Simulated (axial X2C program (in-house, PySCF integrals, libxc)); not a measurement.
Correcting the dissociation energy of BCl⁺ for spin–orbit coupling

A spin-free CCSD(T) curve (one-electron X2C) was computed with an in-house relativistic program for diatomic molecules, basis Cl dyall-av3z [9s8p3d2f], B dyall-v3z [7s6p2d1f] (cores contracted in-house), for the state M_S = 1/2, Λ = 0 (beyond evenly filled blocks: σα). It gives D0 = 3.371 eV to Cl + B+, which in a spin-free picture are the weighted means of the ground terms.

Correlated methods: 9 electrons correlated (number of frozen shells: Cl 2 s, 1 p; B 1 s), 175 virtual spin orbitals or spinors in MP2, 90 natural virtuals in coupled cluster.

Measured levels of the ground terms (NIST Handbook of Basic Atomic Spectroscopic Data), in cm⁻¹: Cl 2P: J = 3/2 at 0, J = 1/2 at 882.4; B+ 1S: J = 0 at 0.

The molecular state has Λ = 0, so it has no first-order lowering.

(1) How far does each ground level lie under the (2J+1)-weighted mean of its term?

(2) Correct D0.

Second-order spin–orbit effects in the molecule, which grow quickly with Z, are left out. One determinant describes the state; a PBE0 search over occupations chose it and may have missed a lower one. De is counted from the lowest determinant-based energies of the atoms at the same level, without counterpoise correction. CCSD and (T) use frozen natural virtuals with an MP2 correction for the truncation; (T) itself is uncorrected, so its De runs slightly low.

## Answers

(1) Cl: (4 × 0 + 2 × 882.4)/6 = 294 cm⁻¹; B+: a single level, 0.

(2) D0 = 3.371 + (0 − 294)/8065.5 = 3.335 eV at CCSD(T) with these spin–orbit terms.
